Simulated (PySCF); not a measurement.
Gas-phase reaction: 4 SiHF₂ + SiH₂Cl ⇌ SiCl + 2 SiH₃F + 2 SiF₃

Computed with PySCF (xtb for GFN2) and rigid-rotor harmonic-oscillator thermochemistry at 1 bar. † marks an energy on the PBE0/def2-TZVP geometry and frequencies; other levels use their own. MP2 freezes the core. Open shells (unrestricted): SiHF₂ (multiplicity 2), SiH₂Cl (multiplicity 2), SiCl (multiplicity 2, electronic degeneracy 4), SiF₃ (multiplicity 2); the rest are closed-shell singlets. GFN2 has no spin-polarisation term. Spin-orbit splitting is ignored; it lowers the true energy and changes the entropy of SiCl. B3LYP is the form with VWN-RPA correlation. SiHF₂, SiH₂Cl: computed as isolated molecules; such fragments, hydroxides, amides, oligomers or adducts are transient or little studied in the gas. MP2 isn't extrapolated to the basis-set limit; its ΔH°(298 K) is -226.1 kJ in def2-SVP and -225.9 kJ in def2-TZVPP. The harmonic model lacks anharmonicity and excited electronic states, which grow with temperature; levels with a mode under 35 cm⁻¹ are left out.

```tsv
level	ΔE electronic, kJ	ΔH°(298 K), kJ	ΔS°(298 K), J/K	ΔG°(1800 K), kJ
B3LYP/def2-TZVP†	-224	-214	-69	-88
GFN2-xTB	-211	-205	-67	-83
HF/def2-TZVP†	-182	-172	-69	-47
MP2/def2-SVP†	-236	-226	-69	-100
PBE0/def2-QZVP†	-206	-197	-69	-71
PBE0/def2-SVP†	-212	-202	-69	-76
PBE0/def2-TZVP	-208	-198	-69	-72
r2SCAN/def2-TZVP†	-194	-185	-69	-59
```
ΔH° is lowest at MP2/def2-SVP† and highest at HF/def2-TZVP†. No reference value is set beside these.
